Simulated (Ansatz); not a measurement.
Calculation: frozen-core CCSD(T)/cc-pVTZ // B3LYP-D3(BJ)/def2-TZVP in Ansatz (a quantum-chemistry and plane-wave program).

Ansatz 0.2 input:
```yaml
crystal:
  periodic: [false, false, false]
  atoms:
    - { symbol: Si, position_ang: [0.000001, -0.000001, 0.0] }
    - { symbol: H, position_ang: [-0.376783, 1.096078, -0.920782] }
    - { symbol: H, position_ang: [1.169918, -0.723544, -0.546784] }
    - { symbol: H, position_ang: [-1.136969, -0.937032, 0.143061] }
    - { symbol: H, position_ang: [0.343835, 0.564499, 1.324505] }
basis:
  gaussian: { orbitals: cc-pVTZ }
correlation:
  method: ccsd_t
```

Output:

```
Functional definition: HF
500 factors; integrals over basis functions are off by at most 6.6e-4 eV
mean field evaluation 1: about -7924.9455 eV, gradient 1.0e1 eV
mean field evaluation 2: about -7924.9510 eV, gradient 1.0e1 eV
mean field evaluation 4: about -7925.6032 eV, gradient 3.5e-1 eV
mean field evaluation 8: about -7925.6038 eV, gradient 7.1e-5 eV
mean field evaluation 16: about -7925.6038 eV, gradient 2.5e-6 eV
mean field -7925.60377256 eV, -291.2605664742 hartree, gradient 2.5e-6 eV, S^2 0.000000; 0 other end points of the search recorded, 0 dependent functions left out
5 core orbitals not correlated
reference -7925.60377256 eV, -291.2605664742 hartree; 4, 4 occupied and 81, 81 virtual orbitals, 500 factors
second order -3.89643236 eV of doubles, -0.00000000 eV of singles
cycle   1  -4.48651009 eV  change   -5.9e-1 eV  update   5.5e-2
cycle   2  -4.70222733 eV  change   -2.2e-1 eV  update   1.9e-2
cycle   3  -4.70835023 eV  change   -6.1e-3 eV  update   4.2e-3
cycle   4  -4.70672895 eV  change    1.6e-3 eV  update   1.4e-3
cycle   5  -4.70636920 eV  change    3.6e-4 eV  update   3.8e-4
cycle   6  -4.70638608 eV  change   -1.7e-5 eV  update   6.8e-5
cycle   7  -4.70639974 eV  change   -1.4e-5 eV  update   1.5e-5
cycle   8  -4.70640032 eV  change   -5.7e-7 eV  update   3.6e-6
perturbative correction -0.10394681 eV, -0.0038199747 hartree
Total energy: -7930.41411968 eV, -291.4373434704 hartree
```

Cost: about 1.8 core-seconds (a rough figure).
